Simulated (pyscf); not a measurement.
A first-order saddle from PySCF, ωB97X-D3(BJ)/def2-SVP:

```xyz
7

Cl    -0.3207     0.9012     1.3619
B      0.1728     0.0574    -0.6213
Cl     1.8645     0.4241    -0.9405
Cl    -1.0769     0.5676    -1.7728
O     -0.0784    -1.2650     0.0038
H     -0.3215    -0.5798     1.0339
H     -0.8790    -1.6711    -0.3633
```

Surface: singlet, charge 0. Lowest wavenumbers (cm⁻¹): 1138i, 158, 188, 267, 311.

Q: Which two sides does it connect, and which bonds change?

A: boron trichloride (Cl–B(Cl)–Cl) + water (H₂O) <-> hydrogen chloride (HCl) + HO–B(Cl)–Cl, a four-centre exchange read from left to right: B–Cl, H–O broken and Cl–H, B–O formed. At CCSD(T)/def2-TZVPP + ΔMP2(QZVPP) it lies +12.7 kcal/mol from the left side and +25.8 kcal/mol from the right (each side as separated species at their lowest minima found). On the reactant side the descent ends in an adduct with a B–O contact, 9.1 kcal/mol under the separated species and 19.4 kcal/mol under the saddle at ωB97X-D3(BJ)/def2-TZVP. What is counted as formed (B–O) is already present as a longer contact in the reactant adduct; forming that adduct is a step of its own. At ωB97X-D3(BJ) the barrier from the zero used here is 10.2 kcal/mol. This is the saddle that the search found; another between the same sides may lie lower. The CCSD(T) − MP2 part came from Ansatz, without density fitting, on the same reference.
